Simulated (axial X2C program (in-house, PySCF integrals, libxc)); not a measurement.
**OH⁻: cheaper levels and CCSD(T), two-component**

Calculated with an axial X2C code built on PySCF integrals. Two-component (2c) means X2C with spin–orbit coupling and atomic mean-field two-electron Coulomb and Gaunt terms. Basis: O dyall-av3z [7s6p3d2f], H dyall-av3z [7s3p2d] (cores contracted in-house); Gaussian nuclei, density fitting, unrestricted open shells. Masses: O 15.995 u, H 1.008 u.

State: Ω = 0 (closed shell); fragments O- + H for PBE0, MP2, CCSD, r2SCAN0, CCSD(T); O + H- for HF.

```csv
level,Re (Å),ωe (cm⁻¹),De (eV)
PBE0,0.962,3817.3,4.80
HF,0.943,4062.2,n/a
MP2,0.968,3792.1,5.19
CCSD,0.964,3768.7,4.85
r2SCAN0,0.957,3868.5,4.71
```

Correlated methods: 8 electrons correlated (number of frozen shells: O 1 s; H none), 146 virtual spin orbitals or spinors in MP2, 90 natural virtuals in coupled cluster.

CCSD(T), same Hamiltonian and basis:

Re = 0.968 Å, ωe = 3719.9 cm⁻¹, De = 4.95 eV; T1 = 0.018 (Lee–Taylor normalisation).

**Question.** Give the differences from CCSD(T) in the columns below.

**Answer.** 

```csv
level,ΔRe (Å),Δωe (cm⁻¹),ΔDe (eV)
PBE0,-0.006,97,-0.15
HF,-0.025,342,n/a
MP2,0.000,72,0.24
CCSD,-0.004,49,-0.10
r2SCAN0,-0.011,149,-0.24
```

The state is one determinant whose occupation by symmetry is held fixed; it was picked as the lowest of a PBE0 search that is not exhaustive. The closed shell is kept restricted, so the energy runs too high when the bond is stretched far. De is counted from the lowest determinant-based energies of the atoms at the same level, without counterpoise correction. De is not given where an atomic determinant may have missed its ground term or J level, or where the truncated virtual space spoils (T). CCSD and (T) use frozen natural virtuals with an MP2 correction for the truncation; (T) itself is uncorrected, so its De runs slightly low. The 2c atoms are single determinants rather than J levels; their spin–orbit lowering is only partly caught, and De is too large by that part. This holds for PBE0, r2SCAN0. Without a current term, density functionals place determinants with orbital angular momentum somewhat too high. The highest occupied level of some functionals is positive through self-interaction error; at Hartree–Fock it is bound.
